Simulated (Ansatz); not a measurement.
**singlet SiC2: levels of theory in one basis**

```yaml
atoms:
  - { symbol: C, position_ang: [0.0416, 0.5788, -0.6632] }
  - { symbol: Si, position_ang: [-0.0339, -1.1198, -0.0083] }
  - { symbol: C, position_ang: [-0.0489, 0.5701, 0.6422] }
```

Basis set: def2-SVP (spherical functions). Correlated methods keep 7 orbitals frozen. Charge 0, multiplicity 1.

Computed with Ansatz (development build ahead of 0.2.0); each method stands on the lowest determinant of its kind that the runs found.

| method | E − E(RHF) (eV) | <S²> of the determinant |
| --- | --- | --- |
| RHF | 0.00 | – |
| UHF | -0.09 | 0.40 |
| RHF-MP2 | -8.62 | – |
| RHF-CCSD(T) | -9.65 | – |
| UHF-CCSD(T) | -9.61 | 0.40 |

(1) What does UHF-MP2 give on the same scale?

(2) Is a single determinant a sound starting point here?

Results:

(1) -8.15 eV.

(2) Only with care. Unrestricted orbitals gain 0.09 eV and <S²> is 0.40 against 0.00 for a pure state, so spin symmetry breaks but gains little energy; restricted orbitals can still serve.

Caution for UHF, UHF-MP2, UHF-CCSD(T): the unrestricted determinant is spin contaminated.
